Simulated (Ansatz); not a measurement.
Geometry optimisation, RKS PBE-D4/def2-SVP in Ansatz.

The input (input.yaml):

```yaml
crystal:
  periodic: [false, false, false]
  atoms:
    - { symbol: Si, position_ang: [0.0, 0.0, 0.0] }
    - { symbol: H, position_ang: [0.0, 0.0, 1.81] }
    - { symbol: H, position_ang: [1.3768, 0.0, -0.4862] }
    - { symbol: H, position_ang: [-0.6877, 1.1914, -0.4862] }
    - { symbol: H, position_ang: [-0.6877, -1.1914, -0.4862] }
    - { symbol: O, position_ang: [-1.879, 0.0, 0.6243] }
    - { symbol: H, position_ang: [-2.4241, -0.6297, 0.053] }
    - { symbol: H, position_ang: [-0.9605, 0.0, 1.7351] }
basis:
  gaussian: { orbitals: def2-SVP }
hamiltonian:
  xc: pbe
  dispersion: d4
relax:
  f_tol: 0.15
  max_steps: 25
  restrain:
    - { distance: [0, 5], at: 2.88, k: 30.0 }
    - { distance: [7, 1], at: 1.86, k: 30.0 }
    - { distance: [0, 1], at: 1.46, k: 30.0 }
    - { distance: [7, 5], at: 1.01, k: 30.0 }
```

Command:

```bash
$ ansatz run input.yaml --threads 1 --pin off --max-ram 2048MiB --backend cpu --events-out ev --progress --plain --runs-dir out
```

Task: Where does it end, and by what steps?

Result: It converged. The restraints hold the end off the free minimum. After 7 steps the energy has fallen by 3.348 eV (the restraints' own energy left out); H8 moved furthest, 0.75 Å. Parted: Si1–O6 (1.98 → 2.88 Å). Joined: O6–H8 (1.44 → 0.99 Å).

```tsv
step	energy less start (eV)	largest force component (eV/Å)	accepted
0	0.0000	2.843	yes
1	-0.5621	3.268	yes
2	-1.4882	4.632	yes
3	-2.5018	3.765	yes
4	-3.2105	1.248	yes
5	-3.3032	0.627	yes
6	-3.3404	0.583	yes
7	-3.3477	0.626	yes
```

```xyz
8
Properties=species:S:1:pos:R:3
Si 0.265 0.077 -0.093
H 0.151 0.019 1.380
H 1.727 -0.072 -0.434
H -0.231 1.376 -0.645
H -0.448 -1.098 -0.701
O -2.419 0.040 0.962
H -2.614 -0.871 0.672
H -1.694 -0.102 1.623
```

Time of the run: 9.9 s on 1 thread of Arm Neoverse V2, with other jobs on the host, peak memory 0.11 GiB.
